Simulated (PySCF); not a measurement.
# Spin-rotation constants: SMILES C=C/C(C)=N\N, C₄H₈N₂

Molfile (atoms numbered from 1):
```
C4H8N2
     RDKit          3D

 14 13  0  0  0  0  0  0  0  0999 V2000
   -0.7353    1.8650   -0.5654 C   0  0  0  0  0  0  0  0  0  0  0  0
    0.1590    1.0238   -0.0537 C   0  0  0  0  0  0  0  0  0  0  0  0
   -0.0171   -0.4161    0.0692 C   0  0  0  0  0  0  0  0  0  0  0  0
   -1.2710   -1.0398   -0.4715 C   0  0  0  0  0  0  0  0  0  0  0  0
    0.8121   -1.2375    0.5969 N   0  0  0  0  0  0  0  0  0  0  0  0
    1.9525   -0.8759    1.2070 N   0  0  0  0  0  0  0  0  0  0  0  0
   -1.6924    1.5364   -0.9306 H   0  0  0  0  0  0  0  0  0  0  0  0
   -0.5403    2.9225   -0.6310 H   0  0  0  0  0  0  0  0  0  0  0  0
    1.0974    1.4294    0.3077 H   0  0  0  0  0  0  0  0  0  0  0  0
   -1.2235   -2.1146   -0.3268 H   0  0  0  0  0  0  0  0  0  0  0  0
   -2.1430   -0.6488    0.0497 H   0  0  0  0  0  0  0  0  0  0  0  0
   -1.3769   -0.8249   -1.5332 H   0  0  0  0  0  0  0  0  0  0  0  0
    2.3742    0.0251    0.9985 H   0  0  0  0  0  0  0  0  0  0  0  0
    2.6036   -1.6449    1.2610 H   0  0  0  0  0  0  0  0  0  0  0  0
  1  2  2  0
  2  3  1  0
  3  4  1  0
  3  5  2  0
  5  6  1  0
  1  7  1  0
  1  8  1  0
  2  9  1  0
  4 10  1  0
  4 11  1  0
  4 12  1  0
  6 13  1  0
  6 14  1  0
M  END
```

The calculation used GIAO B97-D/3-21G magnetisability, rotational g tensor and spin-rotation constants, non-relativistic, gas phase in PySCF 2.14.0. Geometry: GFN2-xTB.

(1) Give the nuclear spin-rotation constants along the inertial axes (H = +C I·J) beside the isotropic shieldings.

Answers

(1) Rotational constants 5.8663, 2.7387, 1.8919 GHz. A star marks the isotopologue with that one atom substituted, in its own axes.
| atom | isotope | Caa (kHz) | Cbb (kHz) | Ccc (kHz) | mean (kHz) | σ (ppm) |
| --- | --- | --- | --- | --- | --- | --- |
| N5 | 14N | 1.363 | 0.524 | 0.080 | 0.656 | -29.1 |
| N6 | 14N | 0.524 | 0.178 | 0.102 | 0.268 | 165.4 |
| H7 | 1H | -0.277 | 0.060 | -0.239 | -0.152 | 28.0 |
| H8 | 1H | -0.322 | 0.075 | -0.236 | -0.161 | 28.0 |
| H9 | 1H | -0.342 | 0.132 | -0.232 | -0.147 | 26.8 |
| H10 | 1H | -0.325 | -0.069 | -0.244 | -0.213 | 31.6 |
| H11 | 1H | -0.426 | -0.295 | -0.035 | -0.252 | 30.9 |
| H12 | 1H | -0.390 | -0.298 | -0.050 | -0.246 | 31.0 |
| H13 | 1H | -0.437 | 0.046 | -0.220 | -0.204 | 27.6 |
| H14 | 1H | 0.298 | -0.328 | -0.213 | -0.081 | 28.1 |
| C1 | 13C* | 1.506 | 0.932 | 0.179 | 0.872 | 107.0 |
| C2 | 13C* | 1.559 | 1.032 | 0.139 | 0.910 | 103.5 |
| C3 | 13C* | 1.667 | 0.954 | 0.267 | 0.963 | 91.4 |
| C4 | 13C* | 0.711 | 0.285 | 0.243 | 0.413 | 182.4 |

For the geometry as given, no vibrational averaging.
